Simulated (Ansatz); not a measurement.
# CH2LiN: the cost of one run

All numbers below are computed with Ansatz 0.2.0 (RKS r2SCAN/def2-SVP).

## 1. The structure to begin with

Bond lengths: Li1–N2 1.682 Å, N2–C3 1.237 Å, C3–H4 1.108 Å, C3–H5 1.108 Å. Angles: Li1–N2–C3 179.9°, N2–C3–H4 123.4°, N2–C3–H5 123.3°, H4–C3–H5 113.4°.

As a file:

```xyz
5

Li   -2.2029    0.3869   -0.6570
N    -0.6134    0.1085   -0.1833
C     0.5555   -0.0978    0.1657
H     0.9636   -1.1090    0.3609
H     1.2972    0.7113    0.3138
```

## 2. Preparing the start

The input, input.yaml:

```yaml
crystal:
  periodic: [false, false, false]
  atoms:
    - { symbol: Li, position_ang: [-2.20291, 0.38692, -0.65699] }
    - { symbol: "N", position_ang: [-0.61336, 0.10854, -0.18334] }
    - { symbol: C, position_ang: [0.55546, -0.09781, 0.16568] }
    - { symbol: H, position_ang: [0.96363, -1.10896, 0.3609] }
    - { symbol: H, position_ang: [1.29718, 0.71132, 0.31376] }
basis:
  gaussian: { orbitals: def2-SVP }
hamiltonian:
  xc: r2scan
relax:
  f_tol: 0.02
  max_steps: 40
```

Launch:

```bash
$ ansatz run input.yaml --threads 1 --pin off --max-ram 2048MiB --backend cpu --events-out ev --progress --plain --runs-dir out
```

**Question.** How long does this run take on 1 thread of Arm Neoverse V2, shared host, and how much memory does it need?

About 10 s, with a peak of 0.13 GiB.
